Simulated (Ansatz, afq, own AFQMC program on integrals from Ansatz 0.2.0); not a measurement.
Integrals from Ansatz 0.2.0, then the random walk in our own AFQMC program (afq).

```yaml
crystal:
  periodic: [false, false, false]
  atoms:
    - {symbol: Al, position_ang: [0.000000, 0.000000, 0.000000]}
    - {symbol: O, position_ang: [0.000000, 0.000000, 1.620001]}
basis:
  gaussian: {orbitals: 6-31G}
total_charge: 1
magnetization: {spin_polarized: false}
correlation: {method: ccsd_t, electrons: outside_noble_gas, hamiltonian_folder: ham}
```

```sh
$ ansatz run in.yaml --threads 1 --pin off --events-out ev --progress --plain --max-ram 24576MiB --backend cuda --devices 0, --max-vram 18GiB
```

afq runs on the folder ham with

```
--method phaseless --trial hf --walkers 4000 --populations 20 --least-time 40 --time-step 0.005 --steps-per-block 20 --equilibration-blocks 112 --max-blocks 4000 --target-error 0.0008500 --factor-cut 1e-05 --seed 4127 --taylor-order 6
```

Times are imaginary, in 1/Eh. The walk had a cap of 49 s. With eight or more populations the least sampling time is a fifth of least-time, and the error comes from their spread.

afq prints:

```
orbitals 16  electrons 4 4  factors 85 of 214
reference energy -316.29469339 Eh
CCSD correlation -0.20131742 Eh in 15 cycles, weight of the determinant in the CISD state 0.7963
energy of the start -316.294693 Eh
 block  time / (1/Eh)  mean weight  energy / Eh
     1     0.100  1.0005  -316.333313
     2     0.200  1.0010  -316.361742
     3     0.300  1.0011  -316.381294
     4     0.400  1.0010  -316.397636
     5     0.500  1.0009  -316.411541
    10     1.000  1.0001  -316.446353
    86     8.600  0.9995  -316.501541
   137    13.700  1.0000  -316.490688
   171    17.100  0.9996  -316.505857
   239    23.900  1.0005  -316.514029
   256    25.600  0.9998  -316.513504
   341    34.100  1.0000  -316.492453
   426    42.600  1.0002  -316.498496
   511    51.100  1.0002  -316.504842
   596    59.600  1.0002  -316.505917
   681    68.100  0.9996  -316.496414
error from the spread of 20 populations
energy -316.501343 +/- 0.000925 Eh
(rows thinned)
```

The run passed its tests (sampling time, drift between the halves within three errors, error under three times the target), which doesn't prove that it has relaxed, ending at its cap on processor time.

Against this walk (error 25.2 meV) on the same determinant: CCSD(T) 152.8 meV lower, full CI 213.0 meV lower, a separate phaseless walk with a CISD trial and standard settings 143.6 ± 25.6 meV lower. The error is statistical and leaves out the bias of the constraint. Full CI is exact here, so the walk's 213 meV above it is the walk's own error: the bias of the constraint with this trial. The determinant is a poor start (see the cautions), so the low cluster orders aren't to be relied on, and full CI is the sure value.

Cautions: constraint bias not in the error; error above the target (25.2 against 23.1 meV); restricted determinant unstable towards unrestricted (UHF 2.24 eV lower, ⟨S²⟩ 1.01); strong correlation (T1 0.065, weight of the determinant 0.80, largest double 0.29); the CCSD(T) amplitudes may be one of several solutions (largest double 0.29).

The walk took 49 s on 1 × NVIDIA H100 80GB HBM3 with 2 threads of AMD EPYC 7R13 Processor (Zen 3), on a shared host (the card was shared). The log's last line is the phaseless energy.

A walk keeps the symmetry of its determinant, which the program's search chose and which needn't be the lowest solution, so a lower state of the same spin and another symmetry isn't excluded.
